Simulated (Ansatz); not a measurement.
Born–Oppenheimer molecular dynamics of AlH4NO (7 atoms, charge 0, multiplicity 1). It starts from a relaxed structure.

Computed with Ansatz 0.2.0, RKS CAM-B3LYP-D4/def2-SVP.

```
ensemble                      : NVE (Milne-controlled integrator)
time step                     : 0.5 fs
steps asked                   : 300
starting velocities drawn for : 2000 K
masses                        : H 3.016 u
seed                          : 92787
```

First frame:

```xyz
7
Properties=species:S:1:pos:R:3
Al -0.065 -0.173 0.069
H -0.164 -0.213 1.634
O 1.484 -0.259 -0.613
H 1.792 -0.263 -1.519
N -1.527 -0.044 -0.913
H -2.460 0.005 -0.517
H -1.583 -0.005 -1.925
```

Q: What does the run give?

A: All steps were run.

* steps done: 300
* time covered: 150 fs
* mean temperature over the second half: 1007 K
* spread of the potential energy over the second half: 23.2 meV per atom
* mean potential energy of the second half above the start: 91.6 meV per atom

The conserved energy stayed within 0.0078 meV per atom of its start (net change -0.0027 meV per atom), so the integration is sound. Over the second half the temperature averaged 0.50 of the 2000 K drawn at the start: a run that starts near a minimum puts about half its kinetic energy into the potential. A run of 0.15 ps of so small a system gives no equilibrium averages.

Q: What happens to the structure?

A: The same pairs are bonded in the first frame and the last. Pairs count as bonded within 1.25 times the sum of covalent radii (0.12 Å more for H–H). Another seed would give other details.

Q: How do temperature and energy run in time?

A: 
```json
{"time (fs)": "0", "T (K)": "2000", "potential energy less start (eV)": "0.000", "conserved less start (meV/atom)": "0.00"}
{"time (fs)": "7.5", "T (K)": "1054", "potential energy less start (eV)": "0.611", "conserved less start (meV/atom)": "0.00"}
{"time (fs)": "15", "T (K)": "1040", "potential energy less start (eV)": "0.621", "conserved less start (meV/atom)": "0.00"}
{"time (fs)": "22.5", "T (K)": "707", "potential energy less start (eV)": "0.836", "conserved less start (meV/atom)": "0.00"}
{"time (fs)": "30", "T (K)": "715", "potential energy less start (eV)": "0.830", "conserved less start (meV/atom)": "0.00"}
{"time (fs)": "37.5", "T (K)": "1334", "potential energy less start (eV)": "0.431", "conserved less start (meV/atom)": "0.00"}
{"time (fs)": "45", "T (K)": "1052", "potential energy less start (eV)": "0.613", "conserved less start (meV/atom)": "0.00"}
{"time (fs)": "52.5", "T (K)": "1079", "potential energy less start (eV)": "0.595", "conserved less start (meV/atom)": "0.00"}
{"time (fs)": "60", "T (K)": "1181", "potential energy less start (eV)": "0.529", "conserved less start (meV/atom)": "0.00"}
{"time (fs)": "67.5", "T (K)": "774", "potential energy less start (eV)": "0.792", "conserved less start (meV/atom)": "0.00"}
{"time (fs)": "75", "T (K)": "877", "potential energy less start (eV)": "0.726", "conserved less start (meV/atom)": "0.00"}
{"time (fs)": "82.5", "T (K)": "861", "potential energy less start (eV)": "0.736", "conserved less start (meV/atom)": "0.00"}
{"time (fs)": "90", "T (K)": "934", "potential energy less start (eV)": "0.689", "conserved less start (meV/atom)": "0.00"}
{"time (fs)": "97.5", "T (K)": "1731", "potential energy less start (eV)": "0.174", "conserved less start (meV/atom)": "0.00"}
{"time (fs)": "105", "T (K)": "985", "potential energy less start (eV)": "0.656", "conserved less start (meV/atom)": "0.00"}
{"time (fs)": "112.5", "T (K)": "1052", "potential energy less start (eV)": "0.613", "conserved less start (meV/atom)": "0.00"}
{"time (fs)": "120", "T (K)": "894", "potential energy less start (eV)": "0.715", "conserved less start (meV/atom)": "0.00"}
{"time (fs)": "127.5", "T (K)": "1094", "potential energy less start (eV)": "0.586", "conserved less start (meV/atom)": "0.00"}
{"time (fs)": "135", "T (K)": "1104", "potential energy less start (eV)": "0.579", "conserved less start (meV/atom)": "0.00"}
{"time (fs)": "142.5", "T (K)": "574", "potential energy less start (eV)": "0.921", "conserved less start (meV/atom)": "0.00"}
{"time (fs)": "150", "T (K)": "867", "potential energy less start (eV)": "0.732", "conserved less start (meV/atom)": "0.00"}
```

Time of the run: 8.9 min on 1 thread of Arm Neoverse V1, with other jobs on the host, peak memory 0.13 GiB.
